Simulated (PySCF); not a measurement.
Partial charges of diaminoborane

Species: diaminoborane, BH5N2.
Numbering: `[NH2:1][BH:2][NH2:3]` (hydrogens: H4, H5 on N1; H6 on B2; H7, H8 on N3)

Geometry (PBE0-D3(BJ)/def2-SVP, Å), atoms numbered from 1 in this order:
```xyz
8
BH5N2 angstrom
N      1.2342   -0.2483    0.0479
B      0.0127    0.4451    0.1883
N     -1.2382   -0.1054   -0.1651
H      1.3206   -1.1883   -0.3137
H      2.1155    0.1683    0.3060
H      0.0395    1.5731    0.6356
H     -1.3681   -1.0347   -0.5411
H     -2.0981    0.4090   -0.0516
```

Density: PBE0/pcSseg-1 (PySCF); schemes: Mulliken, IAO, Hirshfeld and ESP-fitted. Isolated species at its PBE0-D3(BJ)/def2-SVP geometry, gas phase.

Task: Which atoms carry the lowest charge in the Mulliken, IAO, Hirshfeld and ESP-fitted schemes?

Result: All schemes pick atoms of one kind: Mulliken N1 and N3 (-0.496); IAO N1 and N3 (-0.588); Hirshfeld N1 and N3 (-0.268); ESP-fitted N3 (-1.058).

Task: Which atoms carry the highest charge in the Mulliken, IAO, Hirshfeld and ESP-fitted schemes?

Result: The schemes don't all agree: Mulliken B2 (+0.298); IAO H5 and H8 (+0.269); Hirshfeld H5 and H8 (+0.125); ESP-fitted B2 (+0.634).

Task: What partial charge does each atom carry?

Result: In e:

```csv
atom,environment,Mulliken,IAO,Hirshfeld,ESP-fitted
N1,boron-bound nitrogen,-0.496,-0.588,-0.268,-1.054
B2,three-coordinate boron,+0.298,+0.150,+0.122,+0.634
N3,boron-bound nitrogen,-0.496,-0.588,-0.268,-1.058
H4,N–H hydrogen,+0.175,+0.253,+0.120,+0.420
H5,N–H hydrogen,+0.195,+0.269,+0.125,+0.390
H6,B–H hydrogen,-0.045,-0.019,-0.077,-0.146
H7,N–H hydrogen,+0.175,+0.253,+0.120,+0.421
H8,N–H hydrogen,+0.195,+0.269,+0.125,+0.393
```

Mean size of the charges over all atoms: ESP-fitted 0.565 e, IAO 0.299 e, Mulliken 0.259 e, Hirshfeld 0.153 e. Each set sums to the total charge, 0, to within 0.001 e. The IAO scheme counts the electrons in orthogonalised intrinsic atomic orbitals, a minimal basis polarised so that it spans the occupied orbitals exactly. The Hirshfeld scheme weights the molecular density at each point by an atom's share of the summed free-atom densities.

Task: How many electrons does the Mulliken scheme count on N1?

Result: Z − q = 7 − (-0.496) = 7.496.

Task: Sum the charges by element, for elements with more than one atom.

Result: 
| element | atoms | Mulliken | IAO | Hirshfeld | ESP-fitted |
| --- | --- | --- | --- | --- | --- |
| N | 2 | -0.992 | -1.175 | -0.535 | -2.112 |
| H | 5 | +0.693 | +1.025 | +0.413 | +1.478 |
